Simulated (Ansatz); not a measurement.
**H2Si–As⁺, triplet in cc-pVTZ: errors against UCCSDT(Q)**

Geometry: that of the H2Si–As, doublet, kept fixed.

```xyz
4

Si    0.0000    0.0000    1.5272
As    0.0000    0.0000   -0.6362
H     0.0000    1.2259    2.3663
H     0.0000   -1.2259    2.3663
```

Basis cc-pVTZ; Ansatz 0.2.0. Correlated methods freeze the noble-gas cores and the filled d shells of p-block atoms, which leaves 10 electrons in 86 orbitals. Prefix R: restricted or restricted open-shell reference; prefix U: unrestricted. Active spaces: valence = (10e, 10o) chosen from the atoms' valence shells. No spin–orbit coupling is included, and no scalar relativity.

Full CI isn't at hand for all of this; UCCSDT(Q) serves as the reference, and is uncertain by about the last step of the cluster series. The frozen core follows each run's orbitals, which can shift R against U totals by a few meV for light atoms and by up to 0.1 eV past Ca.

The UHF ⟨S²⟩ is 2.016, the T1 diagnostic (RCCSD) is 0.0200 and the largest doubles amplitude (RCCSD) is 0.037. The T1 diagnostic (UCCSD) is 0.0192.

From what is known of these methods and the diagnostics, rank them by the size of their error in total energy against UCCSDT(Q) in cc-pVTZ, smallest first (an estimate: the text doesn't fix the numbers).
A. UMP2
B. UCCSD(T)
C. UCCSD
D. UCCSDT
E. UHF

D (0.9 kJ/mol), B (4.7 kJ/mol), C (25.9 kJ/mol), A (118.9 kJ/mol), E (590.7 kJ/mol).

All errors are against UCCSDT(Q) in cc-pVTZ. Within each family the higher level lies nearer, as is usual though not guaranteed.

Natural occupations of CASSCF (valence space) about the gap: 1.987 1.981 1.973 1.959 1.000 0.998 0.035 0.026 0.021 0.020; effectively unpaired electrons, Σ n²(2−n)², 2.02.
